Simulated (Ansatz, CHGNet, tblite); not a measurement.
## Rock-salt LiBr: properties by level of theory

Reference values: elastic constant C11 39.6 GPa (measured, temperature not stated, not corrected to a static lattice; as tabulated in Harker's crystal data pages); elastic constant C44 19.1 GPa (measured, temperature not stated, not corrected to a static lattice; as tabulated in Harker's crystal data pages).

```csv
level (code),elastic constant C11 (GPa),elastic constant C44 (GPa)
GFN1-xTB (tblite),55.3,18.3
CHGNet 0.3.0,28.2,10.1
B3LYP (VWN-RPA form) (Ansatz),35.6,19.9
PBE0 (Ansatz),46.0,20.7
```

Machine-learned potentials (CHGNet 0.3.0) are trained on DFT data: a solid inside that data is no test of them.

Caveats: the method was fitted mainly to molecules (GFN1-xTB); the run uses a supercell at the zone centre in place of a k mesh (GFN1-xTB). Ansatz's density-functional and Hartree–Fock values are scalar-relativistic unless marked +SOC, with PAW data made under PBE.

Unless a cell is named, each level is at its own relaxed cell (GFN1-xTB 20.19, CHGNet 0.3.0 20.92, B3LYP (VWN-RPA form) 21.50, PBE0 20.45 Å³/atom).

The computed numbers hold no vibrational or temperature effects.

Ansatz is a quantum-chemistry and plane-wave program.
